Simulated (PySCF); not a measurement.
# Choosing a basis for TDDFT

Compound: dimethylsilane, C2H8Si.
Cartesian coordinates in Å at the PBE0-D3(BJ)/def2-SVP level; atoms count from 1:
```xyz
11
C2H8Si angstrom
C      1.4897    0.5482   -0.2089
Si     0.1217   -0.7345    0.0448
C     -1.5663    0.0882    0.1610
H      2.2190    0.5280    0.6146
H      1.0673    1.5637   -0.2587
H      2.0383    0.3672   -1.1453
H      0.3718   -1.5160    1.2990
H      0.1210   -1.7154   -1.0883
H     -2.3635   -0.6529    0.3248
H     -1.5898    0.8031    0.9988
H     -1.8003    0.6401   -0.7630
```

TDDFT with PBE0 (PySCF), vertical singlets, core orbitals frozen in the response, spherical d and f functions. Geometry: PBE0-D3(BJ)/def2-SVP; no solvent, vibrations or thermal averaging.

```json
{"basis": "6-31G*", "functions": "62", "diffuse": "no", "S1 (eV)": "8.95", "S2 (eV)": "8.98", "S3 (eV)": "9.12", "S4 (eV)": "9.34", "S5 (eV)": "9.36", "LUMO (eV)": "1.68", "α (au)": "43.5"}
{"basis": "6-31+G*", "functions": "74", "diffuse": "yes", "S1 (eV)": "7.77", "S2 (eV)": "7.97", "S3 (eV)": "7.98", "S4 (eV)": "8.16", "S5 (eV)": "8.22", "LUMO (eV)": "0.13", "α (au)": "48.9"}
{"basis": "def2-SVP", "functions": "86", "diffuse": "no", "S1 (eV)": "8.91", "S2 (eV)": "9.00", "S3 (eV)": "9.10", "S4 (eV)": "9.12", "S5 (eV)": "9.28", "LUMO (eV)": "1.53", "α (au)": "46.9"}
{"basis": "def2-SVPD", "functions": "128", "diffuse": "yes", "S1 (eV)": "8.16", "S2 (eV)": "8.25", "S3 (eV)": "8.32", "S4 (eV)": "8.50", "S5 (eV)": "8.57", "LUMO (eV)": "0.58", "α (au)": "54.6"}
{"basis": "aug-cc-pVDZ", "functions": "145", "diffuse": "yes", "S1 (eV)": "7.65", "S2 (eV)": "7.79", "S3 (eV)": "7.82", "S4 (eV)": "8.05", "S5 (eV)": "8.07", "LUMO (eV)": "-0.07", "α (au)": "55.9"}
{"basis": "def2-TZVP", "functions": "147", "diffuse": "no", "S1 (eV)": "8.42", "S2 (eV)": "8.49", "S3 (eV)": "8.59", "S4 (eV)": "8.63", "S5 (eV)": "8.64", "LUMO (eV)": "0.97", "α (au)": "52.6"}
{"basis": "def2-TZVPD", "functions": "189", "diffuse": "yes", "S1 (eV)": "7.88", "S2 (eV)": "8.03", "S3 (eV)": "8.07", "S4 (eV)": "8.22", "S5 (eV)": "8.22", "LUMO (eV)": "0.29", "α (au)": "55.5"}
```

Question: How much do these states and the polarisability depend on the basis?

Answer: States are compared by their number. Against the largest diffuse basis here (def2-TZVPD, itself not a converged limit), sets without diffuse functions differ by up to 1.07 eV in S1 and 1.14 eV in S5; the smaller diffuse sets differ by up to 0.28 and 0.36 eV. S1 is led by HOMO-1→LUMO (56%) in 6-31G* and by HOMO→LUMO (97%) in def2-TZVPD. State by state, the largest deviation of a set without diffuse functions is S1 1.07, S2 0.96, S3 1.05, S4 1.12, S5 1.14 eV. The same number needn't mean the same state in each row. Against def2-TZVPD the polarisability deviates by -22% in 6-31G*, -12% in 6-31+G*, -16% in def2-SVP, -2% in def2-SVPD, +1% in aug-cc-pVDZ, -5% in def2-TZVP. A single + in a Pople set puts diffuse functions on heavy atoms only.
